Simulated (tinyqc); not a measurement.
RHF in the sto-3g basis, for BH3, spin multiplicity 1, step by step. One step of it, computed by the program tinyqc.

Task: Iteration 1: diagonalisation and new density. Diagonalise F' = X^T F X, C = X C', fill 4 alpha and 4 beta electrons from the bottom; D = 2 C_occ C_occ^T. Each column has its largest component positive (the first on a tie).

Fock matrix F (hartree):
```
            1B 1s      1B 2s     1B 2px     1B 2py     1B 2pz      2H 1s      3H 1s      4H 1s
1B 1s   -7.709015  -2.175414   0.151549  -0.123565   0.051990  -0.424812  -0.609603  -0.537707
1B 2s   -2.175414  -1.076653  -0.023059   0.021064   0.053777  -0.428936  -0.404999  -0.494569
1B 2px   0.151549  -0.023059  -0.249525  -0.034142  -0.016053  -0.228267   0.041937   0.150956
1B 2py  -0.123565   0.021064  -0.034142  -0.082957   0.092755   0.052533  -0.238521   0.187287
1B 2pz   0.051990   0.053777  -0.016053   0.092755  -0.074604   0.008020   0.071664   0.100739
2H 1s   -0.424812  -0.428936  -0.228267   0.052533   0.008020  -0.153074  -0.113219  -0.175446
3H 1s   -0.609603  -0.404999   0.041937  -0.238521   0.071664  -0.113219  -0.260281  -0.105923
4H 1s   -0.537707  -0.494569   0.150956   0.187287   0.100739  -0.175446  -0.105923  -0.233600
```

X:
```
            1B 1s      1B 2s     1B 2px     1B 2py     1B 2pz      2H 1s      3H 1s      4H 1s
1B 1s    1.033614  -0.183310  -0.000003   0.000000   0.000107   0.028015   0.028011   0.028011
1B 2s   -0.183310   1.477216  -0.000083   0.000000  -0.001146  -0.368579  -0.368858  -0.368858
1B 2px  -0.000003  -0.000083   1.226702   0.000000   0.000000  -0.381210   0.190620   0.190620
1B 2py   0.000000   0.000000   0.000000   1.227042   0.000000   0.000000  -0.330450   0.330450
1B 2pz   0.000107  -0.001146   0.000000   0.000000   1.000003   0.000945   0.000946   0.000946
2H 1s    0.028015  -0.368579  -0.381210   0.000000   0.000945   1.297260  -0.018731  -0.018731
3H 1s    0.028011  -0.368858   0.190620  -0.330450   0.000946  -0.018731   1.297608  -0.018816
4H 1s    0.028011  -0.368858   0.190620   0.330450   0.000946  -0.018731  -0.018816   1.297608
```

Give: F' = X^T F X; orbital energies; coefficients C; D after iteration 1.

Result:

F' = X^T F X (hartree):
```
         1        2        3        4        5        6        7        8
1  -7.5263  -1.1652   0.1385  -0.1317   0.0492   0.0315  -0.0916  -0.0604
2  -1.1652  -0.3908  -0.0534   0.0215   0.0030  -0.2525  -0.1885  -0.3277
3   0.1385  -0.0534  -0.0777  -0.0342   0.0101  -0.2764   0.0398   0.2064
4  -0.1317   0.0215  -0.0342   0.1896   0.1234   0.0581  -0.3340   0.2568
5   0.0492   0.0030   0.0101   0.1234  -0.0744  -0.0050   0.0388   0.1385
6   0.0315  -0.2525  -0.2764   0.0581  -0.0050   0.1994  -0.0177  -0.0862
7  -0.0916  -0.1885   0.0398  -0.3340   0.0388  -0.0177   0.0235  -0.0209
8  -0.0604  -0.3277   0.2064   0.2568   0.1385  -0.0862  -0.0209   0.1507
```

orbital energies (hartree): MO1 -7.7199, MO2 -0.5550, MO3 -0.3327, MO4 -0.2836, MO5 -0.0740, MO6 0.3770, MO7 0.4640, MO8 0.6183

coefficients C:
```
            MO1      MO2      MO3      MO4      MO5      MO6      MO7      MO8
1B 1s    0.9920  -0.2471   0.0016   0.0307  -0.0677  -0.2269  -0.0135   0.0436
1B 2s    0.0407   0.7997  -0.0547   0.0848   0.2561   1.3500   0.0147  -0.2901
1B 2px  -0.0154   0.1427   0.6069   0.4653  -0.2305   0.0275  -0.9902   0.2881
1B 2py   0.0193  -0.0601   0.3654  -0.3199  -0.0538   0.3128   0.4069   1.1036
1B 2pz  -0.0070  -0.0979  -0.1048   0.3876   0.8770  -0.0911  -0.0375   0.2242
2H 1s   -0.0238   0.1331   0.0132   0.2075  -0.0914  -0.8563   1.0740  -0.0943
3H 1s   -0.0182   0.0073   0.4952  -0.4227   0.2734  -0.8728  -0.6322  -0.5535
4H 1s   -0.0103   0.2324  -0.2953  -0.2141  -0.2713  -0.5953  -0.3702   1.1022
```

D after iteration 1:
```
          1B 1s    1B 2s   1B 2px   1B 2py   1B 2pz    2H 1s    3H 1s    4H 1s
1B 1s    2.0923  -0.3094  -0.0706   0.0494   0.0579  -0.1002  -0.0642  -0.1494
1B 2s   -0.3094   1.3028   0.2395  -0.1888  -0.0799   0.2446  -0.1156   0.3668
1B 2px  -0.0706   0.2395   1.2107   0.1281   0.2057   0.2478   0.2103  -0.4910
1B 2py   0.0494  -0.1888   0.1281   0.4797  -0.3131  -0.1400   0.6307  -0.1072
1B 2pz   0.0579  -0.0799   0.2057  -0.3131   0.3417   0.1324  -0.4326  -0.1494
2H 1s   -0.1002   0.2446   0.2478  -0.1400   0.1324   0.1230  -0.1595  -0.0343
3H 1s   -0.0642  -0.1156   0.2103   0.6307  -0.4326  -0.1595   0.8484  -0.1077
4H 1s   -0.1494   0.3668  -0.4910  -0.1072  -0.1494  -0.0343  -0.1077   0.3742
```
